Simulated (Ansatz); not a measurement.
What a trial cell of BiMo3 relaxes into

Computed with Ansatz 0.2.0, DFT PBE, scalar-relativistic, plane waves, PAW.

The start puts BiMo3 on the Cu3Au (L1_2) structure type (Pm-3m, No. 221), with Bi in place of Au, Mo in place of Cu, at a guessed volume.

Input of the last, converged step (default PAW datasets):

```yaml
crystal:
  lattice:
    - [4.1391570994, 0.0, 0.0]
    - [0.0, 4.1391570994, 0.0]
    - [0.0, 0.0, 4.1391570994]
  atoms:
    - { symbol: Bi, position: [0.0, 0.0, 0.0] }
    - { symbol: Mo, position: [0.0, 0.5, 0.5] }
    - { symbol: Mo, position: [0.5, 0.0, 0.5] }
    - { symbol: Mo, position: [0.5, 0.5, 0.0] }
basis:
  ecutwfc: 420
kpoints:
  mp_grid: { grid: [12, 12, 12] }
hamiltonian:
  xc: pbe
scf:
  occupations: { method: gaussian, width: 0.1 }
output:
  forces: true
  stress: true
  eigenvalues: true
relax:
  adjacent_minimum: "off"
  f_tol: 0.01
  max_steps: 80
  cell: { stress_tol: 0.05 }
```

Launched as:

```bash
ansatz run input.yaml --threads 1 --pin off --max-ram 2560MiB --backend cpu --events-out ev --progress --plain --runs-dir out
```

The run took 58 s on 1 thread of AMD EPYC 7R43 64-Core Processor (Zen 3) (shared host), peak memory 0.51 GiB.

End of the output:

```
SCF converged after 7 iterations
Free energy (F): -27261.522668 eV
Harris-Foulkes:  -27261.522668 eV  (|F-HF|=7.28e-12)
Internal energy: -27261.491182 eV  (E = F + TS)
E sigma→0 (E₀):  -27261.506925 eV
Entropy (-TS):   -0.031485 eV (-7.871 meV/atom)
Fermi energy:    19.787037 eV
--- Per-component energies (eV) ---
  E_band       = -196.555809
  E_kinetic    = 1629.342738
  E_local      = -3606.125983  (includes V_loc(G=0)·N_el)
  E_nonlocal   = 993.703952
  E_hartree    = 1169.395256
  E_xc         = -699.476325
  E_vxc        = -828.907721  (∫ρ·V_xc dr)
  E_paw        = -20271.663206  (= ΣΔE_a)
  E_vpaw       = -723.359012  (= ΣTr[D̂ρ^β])
  E_aug_tail   = -0.000295  (compensation charges beyond the density's cutoff)
  E_ewald      = -6476.667319
  E_smearing   = -0.031485  (= −TS)
  E_closure    =  0.000000  (closes the sum)
  Σ components = -27261.522668   (vs F -27261.522668, Δ=0.00e0)
--- Forces (eV/Å), atoms counted from 1 ---
  atom   1  Bi     0.00000000     0.00000000     0.00000000
  atom   2  Mo     0.00000000     0.00000000     0.00000000
  atom   3  Mo     0.00000000     0.00000000     0.00000000
  atom   4  Mo     0.00000000     0.00000000     0.00000000
  max |Σ_I F_I| component: 4.21e-29 eV/Å
--- Stress (GPa, compression-positive) ---
       -0.004042       0.000000       0.000000
        0.000000      -0.004042       0.000000
        0.000000       0.000000      -0.004042
  P = ⅓ Tr σ = -0.0040 GPa (-0.040 kbar)
--- Relaxed structure (3 steps of the walk, 2 accepted, 1 SCFs on fresh bases) ---
  F+E_penalty+E_count = -27261.52266795 eV   max|allowed force component| = 4.602e-29 eV/Å   (the final SCF, on the basis selected at the relaxed cell)
  cell:  # Å, volume = 71.0477 Å³
    - [4.141745, 0.000000, 0.000000]
    - [0.000000, 4.141745, 0.000000]
    - [0.000000, 0.000000, 4.141745]
  atoms:
    - { symbol: Bi, position: [0.000000, 0.000000, 0.000000] }
    - { symbol: Mo, position: [0.000000, 0.500000, 0.500000] }
    - { symbol: Mo, position: [0.500000, 0.000000, 0.500000] }
    - { symbol: Mo, position: [0.500000, 0.500000, 0.000000] }
```

Total energies depend on the potentials used, so only differences within one code and one set of settings carry meaning.

The result has space group Pm-3m (No. 221). Bi is coordinated by 12 Mo at 2.93 Å; Mo is coordinated by 4 Bi at 2.93 Å and 8 Mo at 2.93 Å.

Against the elements it lies at 0.78 eV/atom. Formation energies are uncorrected and refer to the elements' standard structures at the same level.

The k mesh leaves about 4 meV/atom of noise in metals. Spin–orbit coupling is left out.

A structure relaxed within its symmetry needn't be a true minimum.